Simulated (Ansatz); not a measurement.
Reaction (SMILES): [C-]#[S+] (C-S) → C atom + S atom
B3LYP-D3(BJ)/def2-TZVP geometries, fixed; electronic energies without zero-point terms.
Largest species:
```
C
S 1 1.5320
```

Energies in hartree at CCSD(T) with Ansatz (an electronic-structure program); the atomisation energy is their sum with the coefficients shown, times 627.509 kcal/mol a hartree. All functions are spherical. Cores are frozen. Open shells are unrestricted. No added dispersion term, no relativity.

```csv
species,coefficient,part,cc-pV(D+d)Z,cc-pV(T+d)Z,cc-pV(Q+d)Z
[C-]#[S+] (C-S),-1,Hartree-Fock,-435.33441,-435.35520,-435.36101
[C-]#[S+] (C-S),-1,correlation,-0.27722,-0.34029,-0.36051
C atom,+1,Hartree-Fock,-37.68654,-37.69157,-37.69331
C atom,+1,correlation,-0.07383,-0.08919,-0.09323
S atom,+1,Hartree-Fock,-397.49702,-397.50938,-397.51264
S atom,+1,correlation,-0.10711,-0.14507,-0.15521
```

Task: Predict the atomisation energy in cc-pV(5+d)Z (X = 5): let each Hartree-Fock step shrink by the ratio of the last two, and fit each correlation energy at X = 3 and 4 to E + A/X^3. Compare with the run.

Result: 
- [C-]#[S+] (C-S): steps -0.02079 and -0.00581, ratio 0.279, so Hartree-Fock -435.36263 (run: -435.36210); A = (-0.34029 - (-0.36051))/(1/27 - 1/64) = 0.9443, correlation -0.36051 - A/64 + A/125 = -0.36771 (run: -0.36769).
- C atom: steps -0.00503 and -0.00174, ratio 0.346, so Hartree-Fock -37.69391 (run: -37.69368); A = (-0.08919 - (-0.09323))/(1/27 - 1/64) = 0.1887, correlation -0.09323 - A/64 + A/125 = -0.09467 (run: -0.09456).
- S atom: steps -0.01236 and -0.00326, ratio 0.264, so Hartree-Fock -397.51350 (run: -397.51318); A = (-0.14507 - (-0.15521))/(1/27 - 1/64) = 0.4736, correlation -0.15521 - A/64 + A/125 = -0.15882 (run: -0.15860).
Predicted 169.08 kcal/mol; the run in cc-pV(5+d)Z gives 169.28, a miss of -0.21. Keeping the value in cc-pV(Q+d)Z, 167.63, would miss by -1.66. All sums are of the energies as printed.
